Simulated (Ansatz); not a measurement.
# AlNH3O (SMILES [NH2][Al][OH]) at UB2PLYP/def2-SVPD

What is the energy change on altering one bond length of AlNH3O at UB2PLYP/def2-SVPD? 

Program for the calculation: Ansatz 0.2.0.

77 further runs of the same task are left out: 77 set aside as unsound or not needed.

## (1) The system as given

AlNH3O has 6 atoms, charge 0, and is taken as a doublet. SMILES: `[NH2][Al][OH]`. Geometry: relaxed at PBE0-D4/def2-TZVP. This is one conformer, not always the lowest.

Bond lengths: N1–Al2 1.769 Å, Al2–O3 1.705 Å, N1–H4 1.009 Å, N1–H5 1.006 Å, O3–H6 0.956 Å. Angles: N1–Al2–O3 116.1°, Al2–N1–H4 124.1°, Al2–N1–H5 125.0°, Al2–O3–H6 122.8°, H4–N1–H5 110.9°.

## (2) A single-point energy at UB2PLYP/def2-SVPD

input.yaml

```yaml
crystal:
  periodic: [false, false, false]
  atoms:
    - {symbol: "N", position_ang: [-0.923900, 0.240200, -0.760800]}
    - {symbol: Al, position_ang: [0.595200, 0.601300, 0.070700]}
    - {symbol: O, position_ang: [1.194100, -0.618500, 1.101200]}
    - {symbol: H, position_ang: [-1.434300, -0.623600, -0.657200]}
    - {symbol: H, position_ang: [-1.394700, 0.861600, -1.396800]}
    - {symbol: H, position_ang: [2.005700, -0.525100, 1.596800]}
basis:
  gaussian:
    orbitals: def2-SVPD
magnetization:
  spin_polarized: true
  initial_magnetization: 1
hamiltonian:
  xc: {name: B2PLYP}
correlation:
  frozen_orbitals: {Al: 5, H: 0, "N": 1, O: 1}
accuracy: high
output: {orbitals: {seedname: orbitals}}
```

Command:

```bash
ansatz run input.yaml --threads 1 --pin off --max-ram 3480MiB --events-out events.jsonl --progress --plain --runs-dir runs
```

Standard output:

```text
Warning: RAYON_NUM_THREADS=1 ignored (pool sized by the plan → 1); use --threads N
Functional definition: B2PLYP
  name "B2PLYP"
  parameter a = 0.53
  parameter c = 0.27
  exchange = (1 - a)*b88_x + a*exact_x
  correlation = (1 - c)*lyp_c + c*(mp2_os + mp2_ss)
1783 factors; integrals over basis functions are off by at most 3.5e-9 eV
mean field evaluation 1: about -10160.8396 eV, gradient 4.7e1 eV
mean field evaluation 2: about -10160.8412 eV, gradient 4.7e1 eV
mean field evaluation 4: about -10169.4167 eV, gradient 4.4e0 eV
mean field evaluation 8: about -10169.5191 eV, gradient 3.4e-1 eV
mean field evaluation 16: about -10169.5216 eV, gradient 3.8e-4 eV
mean field -10169.52161603 eV, -373.7230262397 hartree, gradient 8.9e-8 eV, S^2 0.751834; 0 other end points of the search recorded, 0 dependent functions left out
7 core orbitals not correlated: weight in the atoms' cores, before any rotation towards them, 1.000 or more for the frozen orbitals, at most 0.000 for the correlated occupied ones
reference -10169.52163942 eV, -373.7230270993 hartree; 9, 8 occupied and 75, 76 virtual orbitals, 1783 factors
second order -14.46316697 eV of doubles, -0.00000000 eV of singles
Total energy: -10173.42669450 eV, -373.8665352266 hartree
```

It took 14 s on 1 thread of Arm Neoverse V1, shared host; peak memory 0.35 GiB.

## (3) The distorted shape, same level

in.yaml

```yaml
crystal:
  periodic: [false, false, false]
  atoms:
    - {symbol: N, position_ang: [-0.547271, -0.256905, -0.252015]}
    - {symbol: Al, position_ang: [0.971829, 0.104195, 0.579485]}
    - {symbol: O, position_ang: [1.570729, -1.115605, 1.609985]}
    - {symbol: H, position_ang: [-1.057671, -1.120705, -0.148415]}
    - {symbol: H, position_ang: [-1.394700, 0.861600, -1.396800]}
    - {symbol: H, position_ang: [2.382329, -1.022205, 2.105585]}
basis:
  gaussian:
    orbitals: def2-SVPD
magnetization:
  spin_polarized: true
  initial_magnetization: 1
correlation:
  frozen_orbitals: {Al: 5, H: 0, "N": 1, O: 1}
hamiltonian:
  xc: {name: B2PLYP}
accuracy: high
output: {orbitals: {seedname: orbitals}}
```

Command:

```bash
ansatz run in.yaml --threads 1 --pin off --max-ram 3480MiB --events-out events.jsonl --progress --plain --runs-dir runs
```

Standard output (excerpt; [...] marks lines left out):

```text
Warning: RAYON_NUM_THREADS=1 ignored (pool sized by the plan → 1); use --threads N
[... 2 set-up lines as earlier in the session ...]
[...]
1808 factors; integrals over basis functions are off by at most 3.8e-9 eV
[...]
mean field -10165.39189262 eV, -373.5712617036 hartree, gradient 2.8e-8 eV, S^2 1.096897; 8 other end points of the search recorded, 0 dependent functions left out
7 core orbitals not correlated: weight in the atoms' cores, before any rotation towards them, 1.000 or more for the frozen orbitals, at most 0.000 for the correlated occupied ones
reference -10165.39191735 eV, -373.5712626123 hartree; 9, 8 occupied and 75, 76 virtual orbitals, 1808 factors
second order -14.44616162 eV of doubles, -0.00000000 eV of singles
Total energy: -10169.29238098 eV, -373.7146020072 hartree
```

Wall time 31 s (1 thread of Arm Neoverse V1, shared host); peak memory 0.49 GiB.

## (4) Summary of results

Level: UB2PLYP/def2-SVPD, 7 core orbitals frozen.

```
                                                                 quantity          value
                                                first shape: total energy  -373.86654 Eh
    first shape: HOMO energy (SCF part's orbitals) (highest over α and β)       -6.67 eV
     first shape: LUMO energy (SCF part's orbitals) (lowest over α and β)       -1.26 eV
                                                        first shape: ⟨S²⟩          0.752
                                            distorted shape: total energy  -373.71460 Eh
distorted shape: HOMO energy (SCF part's orbitals) (highest over α and β)       -6.74 eV
 distorted shape: LUMO energy (SCF part's orbitals) (lowest over α and β)       -1.54 eV
                                                    distorted shape: ⟨S²⟩          1.097
        energy change with the N1–H5 bond stretched from 1.006 to 1.811 Å       4.134 eV
```

In words: With the N1–H5 bond stretched from 1.006 to 1.811 Å the energy rises by 4.13 eV (399 kJ/mol). The first shape isn't relaxed at this level, so the change isn't measured from a minimum. ⟨S²⟩ (distorted shape) is 1.10 where a pure doublet has 0.75: the reference is spin-contaminated.
